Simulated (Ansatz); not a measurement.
# NH3O (triplet): wave-function methods side by side at distance N1–H4 along a hydrogen transfer = 1.012 Å, cc-pVDZ

Aim: climb from Hartree-Fock through coupled cluster and multireference methods for NH3O (triplet) at one geometry and basis, and see what each rung misses.

The runs use Ansatz 0.2.0, Gaussian basis; cc-pVDZ, core rule «outside noble gas», up to 2 orbitals frozen.

Plan: UHF; CCSD(T) on ROHF; CCSD(T) on UHF; BCCD(T) on ROHF; CISD; CCSDT(Q) on ROHF; CCSDT(Q) on UHF; CASSCF and MRCISD+Q, 4 electrons in 4 orbitals; CASSCF and NEVPT2, 4 electrons in 4 orbitals; CASSCF and NEVPT2, 14 electrons in 11 orbitals.

2 further runs of the same task are left out: 2 that didn't finish.

## (1) What is computed

The geometry derives from fragments relaxed apart (PBE0/def2-TZVP) and kept rigid, so it is no stationary point. A hydrogen atom is moved between rigid fragments.

5 atoms, charge 0, spin multiplicity 3.

Atoms are counted from 1 here; the program's logs count them from 0.

Bond lengths: N1–H2 1.012 Å, N1–H3 1.012 Å, N1–H4 1.012 Å. Angles: H2–N1–H3 107.1°, H2–N1–H4 107.1°, H3–N1–H4 107.1°.

Coordinates:

```
N    -1.2542   -0.0173   -0.0269
H    -1.5515    0.9506   -0.0269
H    -1.5515   -0.4196    0.8534
H    -0.2418   -0.0173   -0.0269
O     1.3088   -0.0173   -0.0269
```

## (2) UHF

Input file in.yaml:

```yaml
crystal:
  periodic: [false, false, false]
  atoms:
    - {symbol: N, position_ang: [-1.254247, -0.017258, -0.026862]}
    - {symbol: H, position_ang: [-1.551527, 0.950575, -0.026861]}
    - {symbol: H, position_ang: [-1.551526, -0.419557, 0.853398]}
    - {symbol: H, position_ang: [-0.241787, -0.017258, -0.026862]}
    - {symbol: O, position_ang: [1.308753, -0.017257, -0.026862]}
basis:
  gaussian: {orbitals: cc-pVDZ}
magnetization: {spin_polarized: true, initial_magnetization: 2}
hamiltonian: {xc: hf}
output: {orbitals: {seedname: orbitals}}
```

The run is started by

```bash
ansatz run in.yaml --threads 1 --pin off --events-out ev --progress --plain --max-ram 2393MiB
```

The runs that follow: CCSD(T) on ROHF; CCSD(T) on UHF; BCCD(T) on ROHF; CISD; CCSDT(Q) on ROHF; CCSDT(Q) on UHF; CASSCF and MRCISD+Q, 4 electrons in 4 orbitals; CASSCF and NEVPT2, 4 electrons in 4 orbitals; CASSCF and NEVPT2, 14 electrons in 11 orbitals.

Q: Predict the results of all the runs planned. Wanted: UCCSDT(Q) below the RHF energy; RMP2 from UCCSDT(Q); UMP2 from UCCSDT(Q); RCCSD from UCCSDT(Q); RCCSD(T) from UCCSDT(Q); UCCSD(T) from UCCSDT(Q); RCCSDT(Q) from UCCSDT(Q); NEVPT2 pair from UCCSDT(Q); MRCISD+Q pair from UCCSDT(Q).

The runs gave:

| quantity | value |
| --- | --- |
| UCCSDT(Q) below the RHF energy | -9.1967 eV |
| RMP2 from UCCSDT(Q) | +1044.0 meV |
| UMP2 from UCCSDT(Q) | +1035.4 meV |
| RCCSD from UCCSDT(Q) | +173.8 meV |
| RCCSD(T) from UCCSDT(Q) | +27.3 meV |
| UCCSD(T) from UCCSDT(Q) | +25.7 meV |
| RCCSDT(Q) from UCCSDT(Q) | +1.8 meV |
| NEVPT2 pair from UCCSDT(Q) | +1059.7 meV |
| MRCISD+Q pair from UCCSDT(Q) | +72.3 meV |
| NEVPT2 valence from UCCSDT(Q) | +1419.5 meV |
| levels within 1 kcal/mol (43 meV) | RCCSD(T), UCCSD(T), BCCD(T), RCCSDT, UCCSDT, RCCSDT(Q) |
| T1 diagnostic | 0.019 |
| effectively unpaired electrons | 2.01 |

**Reading.** RCCSD(T) misses by +27.3 meV, 0.3 % of the correlation energy. One determinant dominates. Of the multireference levels listed MRCISD+Q pair comes nearest in total energy (+72.3 meV), which doesn't show that its space is the better one. These misses are within one basis, not against nature; the frozen cores of restricted and unrestricted runs differ, which can shift their rows.
